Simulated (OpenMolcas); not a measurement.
# UHF/ANO-L-VDZ (Cholesky decomposition, fermi aufbau 4) run of BN2H4 (SMILES N[B]N)

Aim: the energy along one coordinate of BN2H4. 

Program for the calculation: OpenMolcas 26.06.

5 further runs of the same task are left out: 1 that didn't finish, 4 set aside as unsound or not needed.

**1. Starting point**

The species is BN2H4 (7 atoms), meant as a doublet with charge 0. As SMILES, `N[B]N`. Geometry: relaxed at GFN2-xTB. This is one conformer, not always the lowest.

Bond lengths: N1–B2 1.400 Å, B2–N3 1.400 Å, N1–H4 1.004 Å, N1–H5 1.014 Å, N3–H6 1.014 Å, N3–H7 1.004 Å. Angles: N1–B2–N3 120.9°, B2–N1–H4 124.9°, B2–N1–H5 123.0°, B2–N3–H6 123.0°, B2–N3–H7 124.9°, H4–N1–H5 112.0°, H6–N3–H7 112.0°.

**2. The energy along one coordinate at UHF/ANO-L-VDZ (Cholesky decomposition, fermi aufbau 4)**

Contents of test.inp:

```
* BH4N2 Hartree-Fock
>>> ForEach K in (1, 2, 3, 4, 5, 6, 7)

&GATEWAY
 COORD
 $CurrDir/point$K.xyz
 BASIS
 ANO-L-VDZ
 GROUP
 NoSym

&SEWARD
 MEDIUM

&SCF
 UHF
 SPIN
 2
 FERMI
 4
 PRORBITALS
 0
>>> EndDo
```

Run with:

```console
$ export MOLCAS_MEM=1860
$ pymolcas test.inp > test.log
```

What it wrote:

```text
--- Start Module: gateway ---
[...]
--- Stop Module: gateway /rc=_RC_ALL_IS_WELL_ ---
[...]
      Basis functions           35
[...]
       Convergence after  22 Iterations
[...]
::    Total SCF energy                               -135.8751714075
[...]
       Convergence after  22 Iterations
[...]
::    Total SCF energy                               -135.9027342656
[...]
       Convergence after  26 Iterations
[...]
::    Total SCF energy                               -135.8422334149
[...]
       Convergence after  28 Iterations
[...]
::    Total SCF energy                               -135.7561215802
[...]
       Convergence after  30 Iterations
[...]
::    Total SCF energy                               -135.7494977963
[...]
--- Start Module: seward ---
[...]
--- Stop Module: seward /rc=_RC_ALL_IS_WELL_ ---
[...]
--- Start Module: scf ---
[...]
       Convergence after  28 Iterations
[...]
::    Total SCF energy                               -135.7551538684
[...]
      Total spin, S                                     0.5040850186
[...]
      Total electronic charge=   23.000000
      Total            charge=   -0.000000
[...]
      Dipole Moment (debye):
      Origin of the operator (angstrom)=   -0.9572   -0.6989   -0.8130
                   X= -7.0017E-01               Y=  3.4038E+00               Z=  8.0155E-02           Total=  3.4760E+00
      Quadrupole Moment (debye*angstrom):
[...]
--- Stop Module: scf /rc=_RC_ALL_IS_WELL_ ---
[...]
```

Run time: 25 s. Hardware: 1 thread of Arm Neoverse V1, shared host.

The scan, from its lowest point:

```tsv
N3–B2 (Å)	energy (kJ/mol)
1.260	72.4
1.400	0.0
1.539	19.1
1.819	158.8
2.239	384.9
2.799	402.3
3.499	387.5
```

**3. Results**

At UHF/ANO-L-VDZ (Cholesky decomposition, fermi aufbau 4):

| quantity | value |
| --- | --- |
| lowest energy of the scan | -135.90273 Eh |
